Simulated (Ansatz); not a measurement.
```yaml
crystal:
  periodic: [false, false, false]
  atoms:
    - {symbol: Ge, position_ang: [-1.168850, -0.263212, -0.002419]}
    - {symbol: As, position_ang: [1.154845, 0.237287, 0.002342]}
    - {symbol: H, position_ang: [-1.604841, 1.331220, 0.000223]}
basis:
  gaussian: {orbitals: def2-TZVP}
magnetization: {spin_polarized: true, initial_magnetization: 2}
hamiltonian: {xc: pbe0}
relax: {f_tol: 0.004, max_steps: 80}
```

```sh
$ ansatz run in.yaml --threads 1 --pin off --events-out ev --progress --plain --max-ram 2176MiB
```

Steps of the relaxation (energy above the last step; positions in Å, forces in eV/Å):

```
3
step 1, 31.1 meV
Ge   -1.169   -0.263   -0.002   -0.659    0.491    0.000
As    1.155    0.237    0.002    0.475    0.115    0.001
H    -1.605    1.331    0.000    0.184   -0.606   -0.001
```

```
3
step 2, 0.2 meV
Ge   -1.202   -0.248   -0.002   -0.053    0.012    0.000
As    1.171    0.248    0.002    0.040    0.013    0.000
H    -1.588    1.305    0.000    0.013   -0.025    0.000
```

```
3
step 3, 0.0 meV
Ge   -1.207   -0.249   -0.002   -0.002   -0.001    0.000
As    1.171    0.251    0.002    0.002    0.000    0.000
H    -1.584    1.304    0.000   -0.001    0.001    0.000
```

Close pairs at the end: Ge1–H3 1.598 Å, Ge1–As2 2.430 Å.

A stationary point of unrestricted PBE0 after 3 steps, with ⟨S²⟩ = 2.006 against 2.00 for a pure state; no frequencies were run, so it isn't proven a minimum. 34 s on 1 thread of Arm Neoverse V2, shared host.
